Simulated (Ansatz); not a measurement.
# C₂H₃B: a rigid scan of the angle H4–B1–H5

Aim: the energy along the angle H4–B1–H5, from CCSD(T) and from cheaper methods, relative to the minimum. No other atom is relaxed.

Computed with Ansatz 0.2.0, Gaussian basis. Level: single points in def2-TZVPP.

Levels: PBE-D4, r2SCAN-D4, PBE0-D4, B3LYP-D4, wB97M-V, Hartree-Fock, MP2, CCSD, CCSD(T). The scan takes 96.2, 102.2, 108.2, 114.2, 120.2, 126.2, 132.2, 138.2, 144.2°.

Cores are frozen in the correlated methods. B3LYP uses VWN-RPA correlation.

19 further runs of the same task are left out: 19 set aside as unsound or not needed.

## Step 1: Starting geometry

The minimum, relaxed at PBE0-D4: SMILES `BC#C`, 6 atoms, charge 0, spin multiplicity 1.

Atoms are counted from 1 here; the program's logs count them from 0.

Bond lengths: B1–C2 1.500 Å, B1–H4 1.193 Å, B1–H5 1.193 Å, C2–C3 1.210 Å, C3–H6 1.066 Å. Angles: C2–B1–H4 119.9°, C2–B1–H5 119.9°, H4–B1–H5 120.2°, B1–C2–C3 180.0°, C2–C3–H6 180.0°.

Coordinates:

```mol
C2H3B
  3D, bonds by distance, orders not assigned

  6  5  0  0  0  0  0  0  0  0999 V2000
   -0.8304    0.6473   -0.3943 B   0  0
    0.2786   -0.2241    0.1179 C   0  0
    1.1727   -0.9266    0.5305 C   0  0
   -1.7562    0.1567   -0.9657 H   0  0
   -0.7833    1.8282   -0.2286 H   0  0
    1.9608   -1.5456    0.8940 H   0  0
  1  2  8  0
  1  4  8  0
  1  5  8  0
  2  3  8  0
  3  6  8  0
M  END
```

Energies of the minimum (eV), from earlier single points: PBE-D4 -2793.58555, r2SCAN-D4 -2795.79849, PBE0-D4 -2793.92192, B3LYP-D4 -2798.17364, wB97M-V -2796.34056, CCSD(T) -2791.05681.

At the minimum the angle H4–B1–H5 is 120.2°.

## Step 2: H4–B1–H5 = 96.2°

The input, ccsdt-tzvpp/in.yaml:

```yaml
crystal:
  periodic: [false, false, false]
  atoms:
    - {symbol: B, position_ang: [-0.830357, 0.647263, -0.394296]}
    - {symbol: C, position_ang: [0.278595, -0.224107, 0.117940]}
    - {symbol: C, position_ang: [1.172732, -0.926650, 0.530480]}
    - {symbol: H, position_ang: [-1.873703, 0.639861, -0.973749]}
    - {symbol: H, position_ang: [-0.783338, 1.828242, -0.228565]}
    - {symbol: H, position_ang: [1.960783, -1.545564, 0.893972]}
basis:
  gaussian: {orbitals: def2-TZVPP}
correlation: {method: ccsd_t}
```

No record of the launch command was kept for these runs.

The runs that follow: H4–B1–H5 = 102.2°; H4–B1–H5 = 108.2°; H4–B1–H5 = 114.2°; H4–B1–H5 = 120.2°; H4–B1–H5 = 126.2°; H4–B1–H5 = 132.2°; H4–B1–H5 = 138.2°; H4–B1–H5 = 144.2°.

What does the calculation give? Wanted: highest point, CCSD(T); lowest point, CCSD(T); minimum along the scan, CCSD(T); RMS deviation from CCSD(T); largest T1 diagnostic.

As calculated:

| quantity | value |
| --- | --- |
| highest point, CCSD(T) | 10.5 kcal/mol at 144.2° |
| lowest point, CCSD(T) | 0.0 kcal/mol at 120.2° |
| minimum along the scan, CCSD(T) | 120.1° |
| curvature there | 1.53 meV/deg² |
| RMS deviation from CCSD(T) | PBE-D4 0.6, r2SCAN-D4 0.3, PBE0-D4 0.3, B3LYP-D4 0.2, wB97M-V 0.3, Hartree-Fock 0.7, MP2 0.1, CCSD 0.1 kcal/mol |
| largest T1 diagnostic | 0.015 |

In words: A polynomial through the near points puts the CCSD(T) minimum 0.1° below the PBE0-D4 value. Curvature against CCSD(T): PBE-D4 -11 %, Hartree-Fock +11 %. The curve of CCSD lies nearest to CCSD(T), that of Hartree-Fock farthest.
